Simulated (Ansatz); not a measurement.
C$_{2}$H$_{3}$O (`[CH2]C=O`) radical, relaxed with UKS PBE-D4/def2-SVP in Ansatz 0.2.0 from a rough embedded geometry. The force threshold is 0.03 eV/Å; the program also tests the step.

The species carries charge 0 and has multiplicity 2.

Start:

```xyz
6

C    -0.157   -0.457    0.501
C     0.144    0.476   -0.505
O    -0.390    0.390   -1.594
H    -0.798   -1.245    0.303
H     0.328   -0.428    1.506
H     0.873    1.265   -0.211
```

(1) By how much does the energy fall, and how many steps does the optimiser take? (Estimate.)

(2) Which bonds change most? (Estimate.)

(3) Give the relaxed structure. (An estimate is asked.)

Results:

(1) The calculation gave: 16.38 kJ/mol, in 4 steps, 1 of them rejected.

(2) Computed: C1–H4 from 1.035 to 1.102 Å; C1–C2 from 1.405 to 1.436 Å; C2–O3 from 1.217 to 1.239 Å; C2–H6 from 1.113 to 1.129 Å.

(3) The calculation gave: 
```xyz
6

C    -0.139   -0.483    0.529
C     0.142    0.474   -0.504
O    -0.370    0.435   -1.632
H    -0.846   -1.301    0.322
H     0.338   -0.415    1.519
H     0.875    1.290   -0.233
```
